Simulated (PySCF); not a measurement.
# carbonyl fluoride (CF₂O): electronic excitations at several levels of theory, part 2 of 2

PySCF 2.14.0. Atoms count from 0.

### Step 10. TDDFT and polarisability: PBE0/def2-TZVP

What the job is given:

```
{"job": {"kind": "uv", "xc": "PBE0", "basis": "def2-TZVP"}, "charge": 0, "multiplicity": 1}
O     -0.347305     1.056812     0.793596
C     -0.062863     0.027963     0.311742
F      0.943714    -0.731039     0.656937
F     -0.698776    -0.562616    -0.664959
```

With the program's defaults for keys left out, this is: TDDFT PBE0/def2-TZVP, vertical, gas phase, core orbitals frozen in the response.

Standard output:

```text
coarse grid: 4344 points
cycle   1  E = -312.6705227561  dE =  8.619e-01  |g| = 9.964e-01  |ddm| = 1.843e+00
cycle   2  E = -312.2229966906  dE =  4.475e-01  |g| = 1.900e+00  |ddm| = 1.232e+00
cycle   3  E = -312.8333556096  dE = -6.104e-01  |g| = 2.531e-01  |ddm| = 8.694e-01
cycle   4  E = -312.8427663504  dE = -9.411e-03  |g| = 7.753e-02  |ddm| = 1.364e-01
cycle   5  E = -312.8436351318  dE = -8.688e-04  |g| = 8.031e-03  |ddm| = 2.906e-02
cycle   6  E = -312.8436467459  dE = -1.161e-05  |g| = 1.956e-03  |ddm| = 4.319e-03
cycle   7  E = -312.8436474221  dE = -6.763e-07  |g| = 4.045e-04  |ddm| = 1.149e-03
final grid: 45624 points
cycle   8  E = -312.8493748737  dE = -2.809e-05  |g| = 8.126e-03  |ddm| = 2.143e-02
cycle   9  E = -312.8493447840  dE =  3.009e-05  |g| = 1.545e-02  |ddm| = 9.800e-03
cycle  10  E = -312.8493856287  dE = -4.084e-05  |g| = 8.078e-04  |ddm| = 6.741e-03
cycle  11  E = -312.8493857205  dE = -9.175e-08  |g| = 2.390e-04  |ddm| = 3.910e-04
cycle  12  E = -312.8493857284  dE = -7.920e-09  |g| = 1.495e-05  |ddm| = 8.645e-05
cycle  13  E = -312.8493857285  dE = -3.899e-11  |g| = 4.153e-06  |ddm| = 8.840e-06
converged SCF energy = -312.8493857285

Static polarisability (au): isotropic 15.937, principal 11.055 16.367 20.388

Singlet excitations
state   eV       nm        f      main configurations
  1   7.2294    171.5   0.00000   H->L 1.00
  2   9.7969    126.6   0.03224   H->L+1 0.98
  3  10.3148    120.2   0.15672   H-1->L 0.88
  4  10.5885    117.1   0.00000   H-2->L 1.00
  5  10.8263    114.5   0.00002   H-3->L 0.70, H-1->L+1 0.30
  6  10.9410    113.3   0.02157   H-1->L+1 0.69, H-3->L 0.30
  7  11.8810    104.4   0.03259   H-4->L 0.83, H-2->L+1 0.13
  8  12.8406     96.6   0.16138   H-2->L+1 0.84, H-4->L 0.12
  9  13.0389     95.1   0.00002   H-4->L+1 0.97
 10  13.0570     95.0   0.07996   H-3->L+1 0.95

Triplet excitations (Tamm-Dancoff, eV): 6.6569 7.1689 9.4059 9.9514
```

Wall time 3.8 s (1 thread of Arm Neoverse V2, shared host); peak memory 0.44 GiB.

In short: HOMO -10.33 eV, LUMO -0.38 eV; lowest singlet 7.23 eV.

### Step 11. TDDFT and polarisability: PBE0/aug-cc-pVDZ

What the job is given:

```
{"job": {"kind": "uv", "xc": "PBE0", "basis": "aug-cc-pVDZ"}, "charge": 0, "multiplicity": 1}
O     -0.347305     1.056812     0.793596
C     -0.062863     0.027963     0.311742
F      0.943714    -0.731039     0.656937
F     -0.698776    -0.562616    -0.664959
```

Level: TDDFT PBE0/aug-cc-pVDZ, vertical, gas phase, core orbitals frozen in the response.

Standard output:

```text
coarse grid: 4344 points
cycle   1  E = -312.5873502726  dE =  8.735e-01  |g| = 9.366e-01  |ddm| = 3.662e+00
cycle   2  E = -312.1557059029  dE =  4.316e-01  |g| = 1.808e+00  |ddm| = 3.016e+00
cycle   3  E = -312.7427406640  dE = -5.870e-01  |g| = 2.369e-01  |ddm| = 2.088e+00
cycle   4  E = -312.7518080424  dE = -9.067e-03  |g| = 6.667e-02  |ddm| = 2.887e-01
cycle   5  E = -312.7525223106  dE = -7.143e-04  |g| = 6.370e-03  |ddm| = 6.738e-02
cycle   6  E = -312.7525298870  dE = -7.576e-06  |g| = 1.096e-03  |ddm| = 7.397e-03
final grid: 45624 points
cycle   7  E = -312.7537958175  dE = -5.802e-06  |g| = 9.058e-03  |ddm| = 3.469e-02
cycle   8  E = -312.7537578264  dE =  3.799e-05  |g| = 1.703e-02  |ddm| = 2.738e-02
cycle   9  E = -312.7538104318  dE = -5.261e-05  |g| = 1.227e-03  |ddm| = 1.802e-02
cycle  10  E = -312.7538106743  dE = -2.426e-07  |g| = 4.022e-05  |ddm| = 1.219e-03
cycle  11  E = -312.7538106746  dE = -2.805e-10  |g| = 8.891e-06  |ddm| = 5.503e-05
converged SCF energy = -312.7538106746

Static polarisability (au): isotropic 17.877, principal 13.110 18.379 22.144

Singlet excitations
state   eV       nm        f      main configurations
  1   7.1656    173.0   0.00000   H->L 1.00
  2   8.9450    138.6   0.03175   H->L+1 0.98
  3  10.0943    122.8   0.00919   H-1->L+1 0.96
  4  10.1297    122.4   0.13234   H-1->L 0.74, H->L+3 0.17
  5  10.5159    117.9   0.00000   H-2->L 1.00
  6  10.6157    116.8   0.00000   H->L+2 0.99
  7  10.7175    115.7   0.00750   H->L+4 0.98
  8  10.8291    114.5   0.00712   H-3->L 0.99
  9  10.9541    113.2   0.04499   H->L+3 0.81, H-1->L 0.14
 10  11.6315    106.6   0.00105   H-4->L 0.49, H-2->L+1 0.45

Triplet excitations (Tamm-Dancoff, eV): 6.5973 7.1349 8.6968 9.7576
```

It took 2.7 s on 1 thread of Arm Neoverse V2, shared host; peak memory 0.39 GiB.

This run: HOMO -10.37 eV, LUMO -0.52 eV; lowest singlet 7.17 eV.

### Step 12. TDDFT and polarisability: PBE0/aug-cc-pVTZ

What the job is given:

```
{"job": {"kind": "uv", "xc": "PBE0", "basis": "aug-cc-pVTZ"}, "charge": 0, "multiplicity": 1}
O     -0.347305     1.056812     0.793596
C     -0.062863     0.027963     0.311742
F      0.943714    -0.731039     0.656937
F     -0.698776    -0.562616    -0.664959
```

Level: TDDFT PBE0/aug-cc-pVTZ, vertical, gas phase, core orbitals frozen in the response.

Standard output:

```text
coarse grid: 4344 points
cycle   1  E = -312.6696145582  dE =  8.628e-01  |g| = 9.916e-01  |ddm| = 3.602e+00
cycle   2  E = -312.2245853706  dE =  4.450e-01  |g| = 1.899e+00  |ddm| = 2.866e+00
cycle   3  E = -312.8305123297  dE = -6.059e-01  |g| = 2.527e-01  |ddm| = 2.007e+00
cycle   4  E = -312.8398000965  dE = -9.288e-03  |g| = 7.723e-02  |ddm| = 2.916e-01
cycle   5  E = -312.8406438563  dE = -8.438e-04  |g| = 8.219e-03  |ddm| = 7.086e-02
cycle   6  E = -312.8406560621  dE = -1.221e-05  |g| = 1.695e-03  |ddm| = 9.894e-03
cycle   7  E = -312.8406565707  dE = -5.087e-07  |g| = 4.051e-04  |ddm| = 1.952e-03
final grid: 45624 points
cycle   8  E = -312.8365934498  dE = -2.656e-05  |g| = 8.460e-03  |ddm| = 5.130e-02
cycle   9  E = -312.8365637819  dE =  2.967e-05  |g| = 1.565e-02  |ddm| = 2.325e-02
cycle  10  E = -312.8366047986  dE = -4.102e-05  |g| = 1.192e-03  |ddm| = 1.547e-02
cycle  11  E = -312.8366050068  dE = -2.082e-07  |g| = 1.392e-04  |ddm| = 1.136e-03
cycle  12  E = -312.8366050095  dE = -2.685e-09  |g| = 1.975e-05  |ddm| = 1.333e-04
cycle  13  E = -312.8366050095  dE = -6.185e-11  |g| = 5.832e-06  |ddm| = 2.085e-05
converged SCF energy = -312.8366050095

Static polarisability (au): isotropic 18.362, principal 13.733 18.875 22.479

Singlet excitations
state   eV       nm        f      main configurations
  1   7.2113    171.9   0.00000   H->L 1.00
  2   8.9422    138.7   0.03139   H->L+1 0.98
  3  10.0773    123.0   0.00866   H-1->L+1 0.97
  4  10.1271    122.4   0.12728   H-1->L 0.71, H->L+3 0.21
  5  10.4999    118.1   0.00000   H->L+2 0.99
  6  10.5666    117.3   0.00000   H-2->L 0.99
  7  10.5949    117.0   0.00664   H->L+4 0.98
  8  10.8198    114.6   0.04986   H->L+3 0.77, H-1->L 0.17
  9  10.8394    114.4   0.00699   H-3->L 0.99
 10  11.6465    106.5   0.00122   H-4->L 0.48, H-2->L+1 0.41

Triplet excitations (Tamm-Dancoff, eV): 6.6487 7.1614 8.7055 9.7536
```

It took 6.8 s on 1 thread of Arm Neoverse V2, shared host; peak memory 0.6 GiB.

In short: HOMO -10.38 eV, LUMO -0.47 eV; lowest singlet 7.21 eV.

### Step 13. Excited states and response: PBE0/def2-TZVPD

What the job is given:

```
{"job": {"kind": "uv", "xc": "PBE0", "basis": "def2-TZVPD"}, "charge": 0, "multiplicity": 1}
O     -0.347305     1.056812     0.793596
C     -0.062863     0.027963     0.311742
F      0.943714    -0.731039     0.656937
F     -0.698776    -0.562616    -0.664959
```

Method: TDDFT PBE0/def2-TZVPD, vertical, gas phase, core orbitals frozen in the response.

Standard output:

```text
coarse grid: 4344 points
cycle   1  E = -312.6715263483  dE =  8.658e-01  |g| = 9.972e-01  |ddm| = 1.622e+00
cycle   2  E = -312.2209390193  dE =  4.506e-01  |g| = 1.905e+00  |ddm| = 1.346e+00
cycle   3  E = -312.8344563592  dE = -6.135e-01  |g| = 2.552e-01  |ddm| = 9.184e-01
cycle   4  E = -312.8440468343  dE = -9.590e-03  |g| = 7.822e-02  |ddm| = 1.405e-01
cycle   5  E = -312.8449306638  dE = -8.838e-04  |g| = 8.008e-03  |ddm| = 3.119e-02
cycle   6  E = -312.8449422525  dE = -1.159e-05  |g| = 1.809e-03  |ddm| = 4.718e-03
cycle   7  E = -312.8449428322  dE = -5.797e-07  |g| = 4.128e-04  |ddm| = 1.047e-03
final grid: 45624 points
cycle   8  E = -312.8506740440  dE = -2.885e-05  |g| = 8.094e-03  |ddm| = 4.059e-02
cycle   9  E = -312.8506439684  dE =  3.008e-05  |g| = 1.543e-02  |ddm| = 1.006e-02
cycle  10  E = -312.8506847116  dE = -4.074e-05  |g| = 8.243e-04  |ddm| = 7.024e-03
cycle  11  E = -312.8506848078  dE = -9.621e-08  |g| = 2.405e-04  |ddm| = 4.108e-04
cycle  12  E = -312.8506848158  dE = -7.995e-09  |g| = 1.633e-05  |ddm| = 9.626e-05
cycle  13  E = -312.8506848159  dE = -4.491e-11  |g| = 5.181e-06  |ddm| = 1.164e-05
converged SCF energy = -312.8506848159

Static polarisability (au): isotropic 18.472, principal 13.870 18.976 22.569

Singlet excitations
state   eV       nm        f      main configurations
  1   7.2035    172.1   0.00000   H->L 1.00
  2   8.9497    138.5   0.03175   H->L+1 0.98
  3  10.0890    122.9   0.00839   H-1->L+1 0.97
  4  10.1501    122.2   0.14577   H-1->L 0.79, H->L+2 0.13
  5  10.5548    117.5   0.00000   H-2->L 1.00
  6  10.8238    114.5   0.00587   H->L+3 0.97
  7  10.8282    114.5   0.00666   H-3->L 0.99
  8  10.9059    113.7   0.00000   H->L+4 0.99
  9  11.0418    112.3   0.02924   H->L+2 0.84, H-1->L 0.10
 10  11.6169    106.7   0.00437   H-4->L 0.46, H->L+5 0.25, H-2->L+1 0.24

Triplet excitations (Tamm-Dancoff, eV): 6.6397 7.1554 8.7101 9.7580
```

Wall time 5.5 s (1 thread of Arm Neoverse V2, shared host); peak memory 0.53 GiB.

Key values: HOMO -10.38 eV, LUMO -0.47 eV; lowest singlet 7.20 eV.

### Step 14. Excited states and response: PBE0/6-31+G*

What the job is given:

```
{"job": {"kind": "uv", "xc": "PBE0", "basis": "6-31+G*"}, "charge": 0, "multiplicity": 1}
O     -0.347305     1.056812     0.793596
C     -0.062863     0.027963     0.311742
F      0.943714    -0.731039     0.656937
F     -0.698776    -0.562616    -0.664959
```

Method: TDDFT PBE0/6-31+G*, vertical, gas phase, core orbitals frozen in the response.

Standard output:

```text
coarse grid: 4344 points
cycle   1  E = -312.5608588629  dE =  8.734e-01  |g| = 9.233e-01  |ddm| = 2.090e+00
cycle   2  E = -312.1317933505  dE =  4.291e-01  |g| = 1.794e+00  |ddm| = 1.794e+00
cycle   3  E = -312.7146978063  dE = -5.829e-01  |g| = 2.355e-01  |ddm| = 1.299e+00
cycle   4  E = -312.7237073388  dE = -9.010e-03  |g| = 6.611e-02  |ddm| = 1.822e-01
cycle   5  E = -312.7244127719  dE = -7.054e-04  |g| = 6.070e-03  |ddm| = 3.375e-02
cycle   6  E = -312.7244196700  dE = -6.898e-06  |g| = 1.108e-03  |ddm| = 4.667e-03
final grid: 45624 points
cycle   7  E = -312.7193016207  dE =  7.483e-07  |g| = 9.137e-03  |ddm| = 1.432e-02
cycle   8  E = -312.7192660629  dE =  3.556e-05  |g| = 1.667e-02  |ddm| = 1.622e-02
cycle   9  E = -312.7193163807  dE = -5.032e-05  |g| = 1.481e-03  |ddm| = 1.098e-02
cycle  10  E = -312.7193167415  dE = -3.608e-07  |g| = 3.512e-05  |ddm| = 8.309e-04
cycle  11  E = -312.7193167418  dE = -2.516e-10  |g| = 9.316e-06  |ddm| = 3.696e-05
converged SCF energy = -312.7193167418

Static polarisability (au): isotropic 16.290, principal 11.162 16.473 21.234

Singlet excitations
state   eV       nm        f      main configurations
  1   7.1716    172.9   0.00000   H->L 1.00
  2   9.0038    137.7   0.03451   H->L+1 0.98
  3  10.1504    122.1   0.01090   H-1->L+1 0.96
  4  10.1806    121.8   0.14648   H-1->L 0.77, H->L+3 0.14
  5  10.5255    117.8   0.00000   H-2->L 1.00
  6  10.8122    114.7   0.00000   H->L+2 0.99
  7  10.8168    114.6   0.00924   H-3->L 0.99
  8  10.9454    113.3   0.00733   H->L+4 0.98
  9  11.1875    110.8   0.04179   H->L+3 0.84, H-1->L 0.11
 10  11.6647    106.3   0.00183   H-4->L 0.52, H-2->L+1 0.43

Triplet excitations (Tamm-Dancoff, eV): 6.6009 7.1317 8.7481 9.7960
```

Run time: 2.1 s. Hardware: 1 thread of Arm Neoverse V2, shared host; peak memory 0.38 GiB.

In short: HOMO -10.43 eV, LUMO -0.56 eV; lowest singlet 7.17 eV.

### Step 15. Run by run: electronic excitations

Excitations and ground-state properties, with basis size and wall time:

```csv
run,lowest singlet (eV),brightest (eV),f,gap (eV),α (Å³),μ (D),functions,time
PBE0/def2-SVPD,7.16,10.22,0.174,9.86,2.69,1.11,89,4.8 s
BHandHLYP/def2-SVPD,7.35,10.44,0.196,12.98,2.58,1.12,89,6.8 s
CAM-B3LYP/def2-SVPD,7.10,10.14,0.181,12.63,2.71,1.11,89,8.1 s
wB97X-D/def2-SVPD,7.18,10.24,0.188,13.78,2.70,1.13,89,5.5 s
LC-wPBE/def2-SVPD,7.12,10.20,0.190,15.22,2.70,1.12,89,7.5 s
PBE0/6-31G*,7.22,10.46,0.151,9.94,1.93,1.22,56,1.6 s
PBE0/def2-SVP,7.22,10.52,0.158,9.95,1.83,1.11,56,1.6 s
PBE0/def2-TZVP,7.23,12.84,0.161,9.95,2.36,1.15,124,3.8 s
PBE0/aug-cc-pVDZ,7.17,10.13,0.132,9.86,2.65,1.13,92,2.7 s
PBE0/aug-cc-pVTZ,7.21,10.13,0.127,9.91,2.72,1.14,184,6.8 s
PBE0/def2-TZVPD,7.20,10.15,0.146,9.91,2.74,1.13,157,5.5 s
PBE0/6-31+G*,7.17,10.18,0.146,9.87,2.41,1.12,72,2.1 s
```

Measured dipole: 0.95 D (gas; NIST CCCBDB Release 22 (SRD 101), experimental dipoles).

### Step 16. Summary of results

The summary covers parts 1 to 2.

```
                                quantity                         value
                             point group                           C2v
    rotational constants (main isotopes)        11.90, 11.84, 5.93 GHz
         lowest singlet (PBE0/def2-SVPD)   7.16 eV (173 nm), f = 0.000
brightest single state of those computed  state 3, 10.22 eV, f = 0.174
                          lowest triplet                       6.59 eV
       vertical ionisation energy (ΔSCF)                      13.52 eV
             range of the lowest singlet               7.10 to 7.35 eV
```

What this shows: Single values in the summary come from the first run of each kind that ended normally (PBE0/def2-SVPD), which need not be the best level. Over 6 steps the energy fell by 0.095 eV; of the close pairs, O0–C1 changed most, 1.136 to 1.171 Å. The first singlet state (HOMO→LUMO 1.00) lies at 7.16 eV and is dark; of the 10 states computed, the strongest absorption comes from state 3 at 10.22 eV. The lowest triplet lies 0.57 eV below the lowest singlet (triplets in Tamm-Dancoff, singlets in full TDDFT). The orbital energy would give 10.51 eV for ionisation, ΔSCF gives 13.52 eV. The dipole moment, 1.11 D, compares with 0.95 D measured. The lowest singlet runs from 7.10 eV (CAM-B3LYP/def2-SVPD) to 7.35 eV (BHandHLYP/def2-SVPD), while the orbital gap spans 9.86 to 15.22 eV. The lowest state need not be the same one in every run. The runs solved for a few states only, so the brightest column depends on that window. For the measured dipole, CAM-B3LYP/def2-SVPD misses least (0.16 D, 8.1 s) and PBE0/6-31G* most (0.27 D, 1.6 s). One molecule ranks no method: errors cancel, and vibration and temperature are missing from all runs.
